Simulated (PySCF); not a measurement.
Cartesian coordinates (Å):
```xyz
3

C     -0.0256     0.3621     0.0000
O      1.0365    -0.1574     0.0000
H     -1.0109    -0.2047     0.0000
```
Charge 0, spin multiplicity 2.

Question: What total energy, dipole moment and highest occupied spin orbital does PBE-D3(BJ)/def2-TZVP (PySCF) give?

Answer: 
```
Quantity                             Result
-----------------------------  ------------
total energy                   -113.7761 Ha
dipole moment                     0.307 e·Å
highest occupied spin orbital      -4.94 eV
```
